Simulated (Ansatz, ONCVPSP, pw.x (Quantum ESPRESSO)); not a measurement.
**barium (Ba): does the ONCV potential hold in the solid?**

ONCVPSP 4.0.1.1 (patched build) input, shortened (lines: element, Z, core and valence counts, functional; n l f; lmax; l rc ep ncon nbas qcut; lloc lpopt rc5 dvloc0; l nproj debl; icmod fcfact rcfact), PBE, scalar-relativistic:

```
  Ba 56.00    9    3        4      upf
    1    0    2.00
    2    0    2.00
    2    1    6.00
    3    0    2.00
    3    1    6.00
    3    2   10.00
    4    0    2.00
    4    1    6.00
    4    2   10.00
    5    0    2.00
    5    1    6.00
    6    0    2.00
    2
    0    3.00    0.00    4    8    3.00
    1    3.25    0.00    4    8    5.20
    2    2.90    0.02    3    6    3.60
    4    4    2.20   -1.00
    0    2    2.10
    1    2    3.70
    2    2    3.60
    2    0.35    1.10
```

In the d channel the program set the typed energies aside and used 0.050, 3.650 Ha.

Crystal test: bcc Ba in pw.x 7.5, no spin, 9³ k-points, Fermi–Dirac smearing 0.01 Ry, cutoffs 50/200 Ry. The reference is all-electron LAPW (Ansatz 0.2.0) with the same functional, mesh and smearing; V0 and B0 come from Birch–Murnaghan fits to the pressures at five volumes. Errors are pseudo minus all-electron; Δ is the rms difference of the E(V) curves that follow from these fits, minima aligned, over ±6 % about the mean V0. Mesh and smearing are coarse, so the numbers serve the comparison and aren't converged zero-temperature values; the lattice is a test structure that the element need not adopt.

All-electron: a0 = 5.031 Å (V0 = 63.67 Å³/atom), B0 = 8.4 GPa.

How far does the potential miss the all-electron equation of state?

mean pressure error (GPa): -0.00; a0 (Å): 5.030; a0 error (%): -0.01; B0 error (%): +1.5; Δ (meV/atom): 0.1.

```tsv
V (Å³/atom)	P all-electron (GPa)	P pseudo (GPa)
60.428	0.47	0.48
62.018	0.23	0.23
63.608	0.01	0.01
65.198	-0.19	-0.20
66.788	-0.38	-0.38
```

At the middle volume, how do free energy and pressure move when the wave cutoff is lowered (ecutrho kept at four times it)?

| cutoff (Ry) | shift of F (meV/atom) | shift of P (GPa) |
| --- | --- | --- |
| 22 | +2.3 | +0.00 |
| 30 | +1.3 | -0.00 |
| 40 | +0.5 | -0.00 |

The run at the middle volume (35 k-points, 6 iterations) took about 23 s on one core of a shared host (Neoverse-N1, 64 threads, 124 GiB, load 52).
